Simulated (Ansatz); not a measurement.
Cost and result for the atomization energy of C$_{2}$HClF$_{2}$O, SMILES `FC1(F)OC1Cl` (7 atoms, 7 bonds).

```xyz
7

F     0.094    1.703    0.484
C    -0.158    0.651   -0.275
F    -0.152    1.023   -1.549
O    -1.172   -0.166    0.115
C     0.166   -0.698    0.135
Cl    0.864   -1.035    1.682
H     0.357   -1.477   -0.593
```

Total charge 0; spin multiplicity 1. The structure was optimised at the PBE0-D4/def2-TZVP level. Program: Ansatz. All runs use 4 threads of an Arm Neoverse V2 on a shared host. Times are those of one run each, without the atoms' runs, and a repeat can differ threefold. Electronic energies, without spin–orbit coupling; frozen cores. CCSD(T)/CBS adds CCSD(T) − MP2 in def2-TZVPP to the MP2 limit, and its time is that of the two runs behind it. T1 = 0.012. B3LYP takes the VWN-RPA correlation (the form of Gaussian; ORCA's B3LYP/G). HSE06 is the plane-wave form, built on full-range PBE exchange.

CCSD(T)/CBS is a level of theory with its own doubt, some kJ/mol a heavy atom from the limit and from the frozen cores, so smaller differences don't rank the functionals.

```json
{"level": "LDA (SPW92)/def2-TZVPP", "functions": "211", "wall time": "0.7 s"}
{"level": "BHLYP-D4/def2-TZVPP", "functions": "211", "wall time": "1.8 s"}
{"level": "HSE06-D4/def2-TZVPP", "functions": "211", "wall time": "1.9 s"}
{"level": "CAM-B3LYP-D4/def2-TZVPP", "functions": "211", "wall time": "1.9 s"}
{"level": "B3LYP-D4/def2-TZVPP (with forces)", "functions": "211", "wall time": "2.5 s"}
{"level": "r2SCAN-D4/def2-TZVPP (with forces)", "functions": "211", "wall time": "2.9 s"}
{"level": "CCSD(T)/def2-SVP", "functions": "93", "wall time": "2.9 s"}
{"level": "PBE-QIDH/def2-TZVPP", "functions": "211", "wall time": "3.1 s"}
{"level": "B97M-V/def2-TZVPP", "functions": "211", "wall time": "5 s"}
{"level": "ωB97M-V/def2-TZVPP (with forces)", "functions": "211", "wall time": "6.5 s"}
{"level": "MP2/def2-QZVPP", "functions": "385", "wall time": "9.5 s"}
{"level": "CCSD(T)/def2-TZVPP", "functions": "211", "wall time": "80 s"}
{"level": "CCSD(T)/CBS(def2)", "functions": "–", "wall time": "89 s"}
```

(1) What atomization energy does each give, and how far from CCSD(T)/CBS? (Best estimate.)

Answers

(1) Computed: 
```csv
level,atomization (kcal/mol),difference from CCSD(T)/CBS,per bond
LDA (SPW92)/def2-TZVPP,817.8,161.6,23.1
BHLYP-D4/def2-TZVPP,609.8,-46.4,-6.6
HSE06-D4/def2-TZVPP,669.5,13.3,1.9
CAM-B3LYP-D4/def2-TZVPP,659.3,3.1,0.4
B3LYP-D4/def2-TZVPP (with forces),651.3,-4.9,-0.7
r2SCAN-D4/def2-TZVPP (with forces),667.1,10.9,1.6
CCSD(T)/def2-SVP,619.2,-37.0,-5.3
PBE-QIDH/def2-TZVPP,657.0,0.8,0.1
B97M-V/def2-TZVPP,661.6,5.4,0.8
ωB97M-V/def2-TZVPP (with forces),663.0,6.8,1.0
MP2/def2-QZVPP,683.4,27.2,3.9
CCSD(T)/def2-TZVPP,635.0,-21.2,-3.0
CCSD(T)/CBS(def2),656.2,0.0,0.0
```

The D4 term adds +5.5 kcal/mol with B3LYP and +2.8 kcal/mol with PBE0; it sums over pairs of atoms, weighted by their polarisabilities, and B3LYP, whose exchange is more repulsive, gets the larger term. From BLYP to BHLYP (50 % exact exchange), in def2-TZVPP and without D4, the atomization energy moves by −48.7 kcal/mol: exact exchange takes away binding that semilocal exchange gives to molecules. At CCSD(T), def2-SVP lies −37.0 kcal/mol from the extrapolated value and def2-TZVPP −21.3 kcal/mol: correlation converges slowly with the basis, and small sets miss more of it in the bonded molecule than in its fragments.
